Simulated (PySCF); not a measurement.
Telling isomers of C3H5NO apart by NMR

[PySCF 2.14: structure optimised with GFN2-xTB; shieldings: GIAO PBE0/pcSseg-1; J: B3LYP/pcJ-1 (spin–dipole term left out of most H,H and C,H couplings); single conformer; no solvent; non-relativistic; equivalent nuclei averaged]

Chemical shifts δ = σref − σ; 1H and 13C against TMS, all at this level. Multiplet labels drop J under 1 Hz and among equivalent protons, and merge close values. Unscaled 3J(H,H) run several per cent high. Acid and N–H amide carbonyl carbons lie up to 10 ppm further downfield in solution (hydrogen bonding). Shifts are as computed. Against solution values, carbons near 30 ppm lie about +3 ppm off and those near 130 ppm about +5 ppm. Of 1211 compounds with measured shifts, 218 miss one by over three times the rms of a fit or turn the order of signals round; such compounds aren't used in these exercises. Groups on amide-type nitrogens are kept apart (slow C–N rotation). OH and NH positions are gas-phase values without hydrogen bonding to other molecules.

(1) Tabulate the signals of `C/C=N\C=O`, `C=CC(N)=O` and their relative energies.

(2) What is the quickest way to tell C/C=N\C=O from C=CC(N)=O?

Answers

(1) 
```json
{"SMILES": "C/C=N\\C=O", "carbon types": "2×CH 1×CH3", "δC": "165.9, 157.2, 26.4", "δH": "9.35 (qd, 1H), 7.43 (qd, 1H), 2.08 (dd, 3H)", "E rel. (kcal/mol)": "15.3"}
{"SMILES": "C=CC(N)=O", "carbon types": "1×C 1×CH 1×CH2", "δC": "165.3, 138.4, 135.1", "δH": "6.93 (m, 1H), 6.08 (m, 1H), 5.96 (m, 1H), 4.78 (br, 1H), 4.57 (br, 1H)", "E rel. (kcal/mol)": "0.0"}
```

Energies are electronic energies at PBE0/pcSseg-1 on these geometries, without zero-point or thermal terms, each for the one conformer computed, which needn't be the lowest.

(2) Both give the same number of carbon signals, but DEPT or the intensities differ. The first has a methyl carbon (CH3) at 26.4 ppm, the second an amide carbonyl carbon (C) at 165.3 ppm. Their most deshielded carbons lie at 165.9 and 165.3 ppm. In the proton spectra the most deshielded non-exchanging signals are 9.35 (qd, J = 2.1, 1.0 Hz, 1H) and 6.93 (m, 1H).
